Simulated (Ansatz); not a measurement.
Isolated molecules relaxed with PBE0-D4/def2-TZVP in Ansatz; ΔE leaves out vibrations. CCSD(T)/CBS is the MP2 limit (def2-TZVPP, def2-QZVPP) plus CCSD(T) − MP2 in def2-TZVPP, frozen cores. Each species was taken in one conformer, which may not be the lowest.

`CCCC(C)CC` + `NCF` → `CCNCF` + `CCCCC`  (substitution at a C–C bond)

| species | CCSD(T)/CBS(def2) energy (Eh) |
| --- | --- |
| `CCCC(C)CC` | -276.02538 |
| `NCF` | -194.94856 |
| `CCNCF` | -273.46050 |
| `CCCCC` | -197.50171 |

(1) Work out ΔE.

Largest T1 diagnostic among the species: 0.011.

## Answers

(1) ΔE = (-273.46050) + (-197.50171) − (-276.02538) − (-194.94856) = 0.01173 Eh = +0.32 eV.

At CCSD(T), def2-SVP lies −0.06 eV from the extrapolated value and def2-TZVPP −0.01 eV. The D4 term adds +0.05 eV with B3LYP and +0.03 eV with PBE0; it sums over pairs of atoms, weighted by their polarisabilities, and B3LYP, whose exchange is more repulsive, gets the larger term.

B3LYP here is the variant with VWN-RPA as its local correlation; programs differ in this.
